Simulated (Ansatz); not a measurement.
**SiH3Cl (singlet): the correlation ladder at distance Cl1–H2 along a hydrogen transfer = 1.336 Å, cc-pVDZ**

Aim: climb from Hartree-Fock through coupled cluster and multireference methods for SiH3Cl (singlet) at one geometry and basis, and see what each rung misses.

The runs use Ansatz 0.2.0, Gaussian basis; cc-pVDZ, core rule «outside noble gas», up to 10 orbitals frozen.

Plan: UHF; CCSD(T) on RHF; CCSD(T) on UHF; BCCD(T) on RHF; CISD; CCSDT(Q) on RHF; CCSDT(Q) on UHF; CASSCF and MRCISD+Q, 2 electrons in 2 orbitals; CASSCF and NEVPT2, 2 electrons in 2 orbitals; CASSCF and NEVPT2, 14 electrons in 11 orbitals.

7 further runs of the same task are left out: 2 for a mislabelled method, 5 that didn't finish.

## 1. The geometry

The geometry derives from fragments relaxed apart (PBE0/def2-TZVP) and kept rigid, so it is no stationary point. A hydrogen atom is moved between rigid fragments.

5 atoms, charge 0, spin multiplicity 1.

Atoms are counted from 1 here; the program's logs count them from 0.

Bond lengths: Cl1–H2 1.336 Å, Si3–H4 1.526 Å, Si3–H5 1.526 Å. Angles: H4–Si3–H5 91.2°.

## 2. UHF

Contents of in.yaml:

```yaml
crystal:
  periodic: [false, false, false]
  atoms:
    - {symbol: Cl, position_ang: [-1.449272, 0.026478, 0.000000]}
    - {symbol: H, position_ang: [-0.113272, 0.026478, 0.000000]}
    - {symbol: Si, position_ang: [1.669728, 0.026478, 0.000000]}
    - {symbol: H, position_ang: [2.281909, -0.847806, 1.090012]}
    - {symbol: H, position_ang: [2.281908, -0.847806, -1.090012]}
basis:
  gaussian: {orbitals: cc-pVDZ}
magnetization: {spin_polarized: true, initial_magnetization: 0}
hamiltonian: {xc: hf}
output: {orbitals: {seedname: orbitals}}
```

Launch:

```bash
> ansatz run in.yaml --threads 1 --pin off --events-out ev --progress --plain --max-ram 2393MiB
```

Further steps of the session: CCSD(T) on RHF; CCSD(T) on UHF; BCCD(T) on RHF; CISD; CCSDT(Q) on RHF; CCSDT(Q) on UHF; CASSCF and MRCISD+Q, 2 electrons in 2 orbitals; CASSCF and NEVPT2, 2 electrons in 2 orbitals; CASSCF and NEVPT2, 14 electrons in 11 orbitals.

Q: Predict the results of all the runs planned. Wanted: RCCSDT(Q) below the RHF energy; RMP2 from RCCSDT(Q); UMP2 from RCCSDT(Q); RCCSD from RCCSDT(Q); RCCSD(T) from RCCSDT(Q); UCCSD(T) from RCCSDT(Q); UCCSDT(Q) from RCCSDT(Q); NEVPT2 pair from RCCSDT(Q); MRCISD+Q pair from RCCSDT(Q).

The runs gave:

| quantity | value |
| --- | --- |
| RCCSDT(Q) below the RHF energy | -8.1123 eV |
| RMP2 from RCCSDT(Q) | +1346.8 meV |
| UMP2 from RCCSDT(Q) | +1533.1 meV |
| RCCSD from RCCSDT(Q) | +231.9 meV |
| RCCSD(T) from RCCSDT(Q) | +44.3 meV |
| UCCSD(T) from RCCSDT(Q) | +67.8 meV |
| UCCSDT(Q) from RCCSDT(Q) | +0.5 meV |
| NEVPT2 pair from RCCSDT(Q) | +1278.8 meV |
| MRCISD+Q pair from RCCSDT(Q) | +77.1 meV |
| NEVPT2 valence from RCCSDT(Q) | +1495.6 meV |
| levels within 1 kcal/mol (43 meV) | RCCSDT, UCCSDT, UCCSDT(Q) |
| T1 diagnostic | 0.011 |
| effectively unpaired electrons | 0.09 |

RCCSD(T) misses by +44.3 meV, 0.5 % of the correlation energy. CCSD(T) misses by +44.3 meV on the restricted determinant and by +67.8 meV on the unrestricted one; the two need not hold the same state or core. One determinant dominates. Of the multireference levels listed MRCISD+Q pair comes nearest in total energy (+77.1 meV), which doesn't show that its space is the better one. These misses are within one basis, not against nature.
